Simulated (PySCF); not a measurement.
sulfur dioxide (O2S), SMILES S(=O)=O. Geometry optimised at ωB97X-D3(BJ)/def2-TZVP.

Level of theory: ωB97X-D3(BJ)/def2-TZVP (PySCF 2.14.0).

Harmonic wavenumbers (cm⁻¹): 539, 1241, 1440. Rotational constants (GHz): 59.66, 10.43, 8.875; symmetry number 2.

Work out the zero-point energy and the ideal-gas rigid-rotor harmonic-oscillator thermochemistry at 298.15 K and 1 atm.

ZPE = ½ Σ hcν = ½ × 3219 cm⁻¹ = 19.26 kJ/mol. H − E(el) = 29.74 kJ/mol. Entropy in J/(mol K): translation 160.63, rotation 84.58, vibration 2.59, total 247.79. G − E(el) = -44.14 kJ/mol. Cp = 39.27 J/(mol K).
